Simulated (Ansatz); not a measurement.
**PH2+ (triplet): from Hartree-Fock to the top rungs at angle H2–P1–H3 = 120.2°, cc-pVDZ**

How much of the correlation energy of PH2+ (triplet) does each wave-function method recover here?

Method: cc-pVDZ, core rule «outside noble gas», up to 5 orbitals frozen; program: Ansatz 0.2.0, Gaussian basis.

The runs, in order: UHF; CCSD(T) on ROHF; CCSD(T) on UHF; BCCD(T) on ROHF; CISD; CCSDT(Q) on ROHF; CCSDT(Q) on UHF; CASSCF and MRCISD+Q, 4 electrons in 4 orbitals; CASSCF and NEVPT2, 4 electrons in 4 orbitals; CASSCF and MRCISD+Q, 6 electrons in 6 orbitals; CASSCF and NEVPT2, 6 electrons in 6 orbitals; Full CI.

19 further runs of the same task are left out: 10 that didn't finish, 9 set aside as unsound or not needed.

### Step 1. The geometry

The geometry derives from a PBE0/def2-TZVP stationary point (not a proven minimum). One angle is set to the value named; bond lengths are kept.

3 atoms, charge 1, spin multiplicity 3.

Atoms are counted from 1 here; the program's logs count them from 0.

Bond lengths: P1–H2 1.416 Å, P1–H3 1.416 Å. Angles: H2–P1–H3 120.2°.

As a file:

```
P     0.0000   -0.0431    0.0000
H     0.0000    0.6627   -1.2275
H     0.0000    0.6627    1.2275
```

### Step 2. UHF

File in.yaml:

```yaml
crystal:
  periodic: [false, false, false]
  atoms:
    - {symbol: P, position_ang: [0.000000, -0.043133, 0.000000]}
    - {symbol: H, position_ang: [0.000000, 0.662737, -1.227545]}
    - {symbol: H, position_ang: [0.000000, 0.662737, 1.227545]}
basis:
  gaussian: {orbitals: cc-pVDZ}
total_charge: 1
magnetization: {spin_polarized: true, initial_magnetization: 2}
hamiltonian: {xc: hf}
output: {orbitals: {seedname: orbitals}}
```

Command:

```bash
ansatz run in.yaml --threads 1 --pin off --events-out ev --progress --plain --max-ram 2393MiB
```

After this run come: CCSD(T) on ROHF; CCSD(T) on UHF; BCCD(T) on ROHF; CISD; CCSDT(Q) on ROHF; CCSDT(Q) on UHF; CASSCF and MRCISD+Q, 4 electrons in 4 orbitals; CASSCF and NEVPT2, 4 electrons in 4 orbitals; CASSCF and MRCISD+Q, 6 electrons in 6 orbitals; CASSCF and NEVPT2, 6 electrons in 6 orbitals; Full CI.

**Question.** What will the summary of the whole plan be? Wanted: FCI below the RHF energy; RMP2 from FCI; UMP2 from FCI; RCCSD from FCI; RCCSD(T) from FCI; UCCSD(T) from FCI; RCCSDT(Q) from FCI; UCCSDT(Q) from FCI; NEVPT2 pair from FCI.

As calculated:

```
                         quantity                                                                                               value
         FCI below the RHF energy                                                                                          -2.9515 eV
                    RMP2 from FCI                                                                                     +16.06 kcal/mol
                    UMP2 from FCI                                                                                     +15.99 kcal/mol
                   RCCSD from FCI                                                                                      +1.77 kcal/mol
                RCCSD(T) from FCI                                                                                      +0.42 kcal/mol
                UCCSD(T) from FCI                                                                                      +0.41 kcal/mol
               RCCSDT(Q) from FCI                                                                                       0.00 kcal/mol
               UCCSDT(Q) from FCI                                                                                      -0.01 kcal/mol
             NEVPT2 pair from FCI                                                                                     +15.70 kcal/mol
           MRCISD+Q pair from FCI                                                                                      -0.25 kcal/mol
          NEVPT2 valence from FCI                                                                                     +12.66 kcal/mol
levels within 1 kcal/mol (43 meV)  RCCSD(T), UCCSD(T), BCCD(T), RCCSDT, UCCSDT, RCCSDT(Q), UCCSDT(Q), MRCISD+Q pair, MRCISD+Q valence
                    T1 diagnostic                                                                                               0.020
   effectively unpaired electrons                                                                                                2.03
```

RCCSD(T) misses by +0.42 kcal/mol, 0.6 % of the correlation energy. MRCISD+Q pair falls below full CI: the +Q correction isn't variational, and the cores differ from full CI's. One determinant dominates. Of the multireference levels listed MRCISD+Q valence comes nearest in total energy (+0.16 kcal/mol), which doesn't show that its space is the better one. These misses are within one basis, not against nature; the frozen cores of restricted and unrestricted runs differ, which can shift their rows.
